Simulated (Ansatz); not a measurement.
# H₂MgOS (SMILES [OH][Mg][SH]): a rigid scan of the bond length O1–H4

One table from this session's results is given with a row withheld; the runs are named, their logs left out.

Computed with Ansatz 0.2.0, Gaussian basis. Level: single points in def2-TZVPP.

Levels: PBE-D4, r2SCAN-D4, PBE0-D4, B3LYP-D4, wB97M-V, Hartree-Fock, MP2, CCSD, CCSD(T). The scan takes 0.833, 0.866, 0.915, 0.971, 1.033, 1.101, 1.172, 1.247, 1.326 Å.

Cores are frozen in the correlated methods. The outer core shell of Li, Na, Mg and K is correlated. B3LYP uses VWN-RPA correlation.

28 further runs of the same task are left out: 28 set aside as unsound or not needed.

## The starting structure

The minimum, relaxed at PBE0-D4: SMILES `[OH][Mg][SH]`, 5 atoms, charge 0, spin multiplicity 1.

Atoms are counted from 1 here; the program's logs count them from 0.

Bond lengths: O1–Mg2 1.757 Å, O1–H4 0.947 Å, Mg2–S3 2.284 Å, S3–H5 1.345 Å. Angles: Mg2–O1–H4 164.9°, O1–Mg2–S3 178.2°, Mg2–S3–H5 92.7°.

Coordinates:

```
O    -1.2170   -1.2888    0.4069
Mg   -0.2013    0.0316   -0.1506
S     1.0774    1.7937   -0.8408
H    -1.6674   -2.1155    0.5099
H     2.0582    1.5053    0.0332
```

Energies of the minimum (eV), from earlier single points: PBE-D4 -18352.90598, r2SCAN-D4 -18360.71361, PBE0-D4 -18354.28406, B3LYP-D4 -18364.39982, wB97M-V -18361.59571, CCSD(T) -18339.77592.

At the minimum the bond length O1–H4 is 0.947 Å.

Set-up of the first run:

Contents of ccsdt-tzvpp/in.yaml:

```yaml
crystal:
  periodic: [false, false, false]
  atoms:
    - {symbol: O, position_ang: [-1.217047, -1.288849, 0.406924]}
    - {symbol: Mg, position_ang: [-0.201283, 0.031558, -0.150630]}
    - {symbol: S, position_ang: [1.077446, 1.793727, -0.840828]}
    - {symbol: H, position_ang: [-1.613187, -2.016003, 0.497530]}
    - {symbol: H, position_ang: [2.058165, 1.505346, 0.033209]}
basis:
  gaussian: {orbitals: def2-TZVPP}
correlation: {method: ccsd_t}
```

No record of the launch command was kept for these runs.

Among the steps run: O1–H4 = 0.833 Å; O1–H4 = 0.866 Å; O1–H4 = 0.915 Å; O1–H4 = 0.971 Å; O1–H4 = 1.033 Å; O1–H4 = 1.101 Å; O1–H4 = 1.172 Å; O1–H4 = 1.247 Å; O1–H4 = 1.326 Å.

One of the session's tables, all rows but one given; the rest of the session is left out.

It belongs to the step «The curves». Energies less that of the minimum at the same level (meV):

```
bond length (Å)  PBE-D4  PBE0-D4  B3LYP-D4  wB97M-V  Hartree-Fock
          0.833     547      484       497      491           373
          0.866     267      222       233      228           143
          0.915      47       29        34       31            -3
0.947 (minimum)       0        0         0        0             0
          0.971       4       18        14       16            42
          1.033     135      185       169      178           272
          1.101     416      506       476      493           664
          1.172     800      932       887      915          1165
          1.247       ?        ?         ?        ?             ?
          1.326    1761     1985      1901     1962          2380
```

**Question.** Estimate the row for bond length (Å) = 1.247.

Worked estimate for «PBE-D4». A straight line through the neighbours (1.172, 800) and (1.326, 1761) gives 800 + (1761 − 800) × (1.247 − 1.172) / (1.326 − 1.172) = 1268; a parabola fitted to 3 rows on both sides gives 1246.

The run gave: PBE-D4: 1257; PBE0-D4: 1434; B3LYP-D4: 1370; wB97M-V: 1413; Hartree-Fock: 1746. In «PBE-D4» the line misses by +11 and the parabola by -11.

To keep in mind: A polynomial through the near points puts the CCSD(T) minimum 0.001 Å below the PBE0-D4 value.
